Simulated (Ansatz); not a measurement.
**C8H18: taking an electron away**

One table from this session's results is given with a row withheld; the runs are named, their logs left out.

Method: unrestricted cation, the program's frozen cores in correlated methods; program: Ansatz 0.2.0, Gaussian basis.

Levels to be run: UKS PBE-D4/def2-TZVPP; UKS r2SCAN-D4/def2-TZVPP; UKS PBE0-D4/def2-TZVPP; UKS B3LYP-D4/def2-TZVPP; UKS wB97X-V/def2-TZVPP; UKS wB97M-V/def2-TZVPP; UKS B2PLYP/def2-TZVPP; UHF-CCSD(T)/def2-TZVPP; UHF-MP2/def2-QZVPP; extrapolation to the limit; then −ε(HOMO) from the neutral's earlier runs with LDA (SPW92), PBE-D4, revPBE-D4, BLYP-D4, r2SCAN-D4, B97M-V, PBE0-D4, B3LYP-D4, r2SCANh-D4, r2SCAN0-D4, HSE06-D4, BHLYP-D4, CAM-B3LYP-D4, LC-ωPBE, ωB97X-V, ωB97M-V.

## The geometry

An earlier PBE0-D4 in a triple-zeta def2 set relaxation fixed the geometry.

SMILES `CCCCCCCC`, 26 atoms, charge 0, spin multiplicity 1.

Atoms are counted from 1 here; the program's logs count them from 0.

Bond lengths: C1–C2 1.519 Å, C1–H9 1.094 Å, C1–H10 1.092 Å, C1–H11 1.094 Å, C2–C3 1.520 Å, C2–H12 1.096 Å, C2–H13 1.096 Å, C3–C4 1.519 Å, C3–H14 1.097 Å, C3–H15 1.098 Å, C4–C5 1.520 Å, C4–H16 1.098 Å, C4–H17 1.096 Å, C5–C6 1.524 Å, C5–H18 1.096 Å, C5–H19 1.096 Å, C6–C7 1.525 Å, C6–H20 1.096 Å and more. Angles: C2–C1–H9 111.1°, C2–C1–H10 111.7°, C2–C1–H11 111.1°, H9–C1–H10 107.7°, H9–C1–H11 107.4°, H10–C1–H11 107.7°, C1–C2–C3 113.1°, C1–C2–H12 109.6°, C1–C2–H13 109.6°, C3–C2–H12 109.1°, C3–C2–H13 109.1°, H12–C2–H13 105.9°, C2–C3–C4 113.5°, C2–C3–H14 109.3°, C2–C3–H15 109.2°, C4–C3–H14 109.4°, C4–C3–H15 109.3°, H14–C3–H15 105.8° and more.

The first run:

The input, in.yaml:

```yaml
crystal:
  periodic: [false, false, false]
  atoms:
    - {symbol: C, position_ang: [-1.293358, -3.456600, -1.710130]}
    - {symbol: C, position_ang: [-1.195137, -1.948972, -1.554827]}
    - {symbol: C, position_ang: [-0.024389, -1.514273, -0.688875]}
    - {symbol: C, position_ang: [0.086256, -0.007478, -0.529875]}
    - {symbol: C, position_ang: [1.255189, 0.416226, 0.344637]}
    - {symbol: C, position_ang: [1.450947, 1.924428, 0.445276]}
    - {symbol: C, position_ang: [0.270629, 2.697631, 1.023891]}
    - {symbol: C, position_ang: [-0.111532, 2.274906, 2.432880]}
    - {symbol: H, position_ang: [-0.388795, -3.864464, -2.170267]}
    - {symbol: H, position_ang: [-2.142017, -3.743457, -2.335429]}
    - {symbol: H, position_ang: [-1.415923, -3.945038, -0.739176]}
    - {symbol: H, position_ang: [-1.104539, -1.481907, -2.542517]}
    - {symbol: H, position_ang: [-2.125302, -1.561645, -1.122781]}
    - {symbol: H, position_ang: [0.907625, -1.904198, -1.117479]}
    - {symbol: H, position_ang: [-0.115576, -1.977767, 0.301836]}
    - {symbol: H, position_ang: [0.186782, 0.456344, -1.519739]}
    - {symbol: H, position_ang: [-0.852135, 0.375496, -0.112278]}
    - {symbol: H, position_ang: [2.174460, -0.028726, -0.053416]}
    - {symbol: H, position_ang: [1.129814, -0.011816, 1.345936]}
    - {symbol: H, position_ang: [2.337514, 2.124397, 1.058662]}
    - {symbol: H, position_ang: [1.676449, 2.319205, -0.552370]}
    - {symbol: H, position_ang: [0.522053, 3.763376, 1.023203]}
    - {symbol: H, position_ang: [-0.597436, 2.597245, 0.363830]}
    - {symbol: H, position_ang: [-0.460267, 1.239700, 2.465681]}
    - {symbol: H, position_ang: [0.741772, 2.355605, 3.113043]}
    - {symbol: H, position_ang: [-0.913086, 2.901773, 2.830294]}
basis:
  gaussian: {orbitals: def2-TZVPP}
total_charge: 1
magnetization: {spin_polarized: true, initial_magnetization: 1}
hamiltonian: {xc: pbe, dispersion: d4}
```

Steps of the session up to this table: Cation, UKS PBE-D4/def2-TZVPP; Cation, UKS r2SCAN-D4/def2-TZVPP; Cation, UKS PBE0-D4/def2-TZVPP; Cation, UKS B3LYP-D4/def2-TZVPP; Cation, UKS wB97X-V/def2-TZVPP; Cation, UKS wB97M-V/def2-TZVPP; Cation, UKS B2PLYP (frozen core)/def2-TZVPP; Cation, UHF-CCSD(T)/def2-TZVPP; Cation, UHF-MP2/def2-QZVPP.

One table of the session follows, with a row left open; its other results are not shown here.

It belongs to the step «Ionisation energies side by side». Orbital estimates, from the neutral's runs:

```
  functional  −ε(HOMO) (eV)
 LDA (SPW92)           7.24
      PBE-D4           7.16
   revPBE-D4           7.11
     BLYP-D4           7.08
   r2SCAN-D4           7.42
      B97M-V           7.59
     PBE0-D4           8.50
    B3LYP-D4           8.31
  r2SCANh-D4           7.92
  r2SCAN0-D4           8.67
    HSE06-D4           8.10
    BHLYP-D4           9.80
CAM-B3LYP-D4              ?
     LC-ωPBE          11.23
     ωB97X-V          10.90
     ωB97M-V          10.78
```

**Question.** Estimate the row for CAM-B3LYP-D4.

**Answer.** −ε(HOMO) (eV): 9.91. In the column «−ε(HOMO) (eV)» it lies between BHLYP-D4 (9.80) and ωB97M-V (10.78).

Caveats from the session: The cation may have settled in a state other than its lowest; no search over hole states beyond the program's own was made.
